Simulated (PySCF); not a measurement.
**Converging BP in the basis (PBE0)**

PySCF, UKS reference; triplet, unpaired electrons σ ↑, π ↑; De to B + P without counterpoise correction.

```
              basis     relativity  functions  Re (Å)  ωe (cm⁻¹)  De (eV)  μ (D)
             STO-3G  no relativity         14   1.679       1198     5.06  -0.12
         x2c-SVPall  spin-free X2C         32   1.742       1000     3.63  -0.23
          def2-TZVP  no relativity         68   1.736        985     3.63  -0.23
cc-pVTZ/cc-pV(T+d)Z  no relativity         69   1.736        984     3.62  -0.23
       x2c-TZVPPall  spin-free X2C         73   1.736        983     3.62  -0.20
        def2-TZVPPD  no relativity         85   1.736        985     3.63  -0.23
```

**Question.** How does each smaller set differ from the one with most functions, def2-TZVPPD?

**Answer.** STO-3G: -5.7 pm, +21.6 % in ωe, +1.43 eV in De; x2c-SVPall: +0.6 pm, +1.5 % in ωe, +0.00 eV in De; def2-TZVP: +0.0 pm, +0.0 % in ωe, +0.00 eV in De; cc-pVTZ/cc-pV(T+d)Z: +0.0 pm, -0.1 % in ωe, -0.01 eV in De; x2c-TZVPPall: +0.0 pm, -0.2 % in ωe, -0.01 eV in De. All at PBE0; the set with most functions is neither the basis-set limit nor always the best. The rows treat relativity differently, so the differences are not basis effects alone.

A positive dipole means B(−)P(+). STO-3G is very small, so such numbers show the basis as much as the molecule. The state was picked by a PBE0 search and need not be the measured ground state.
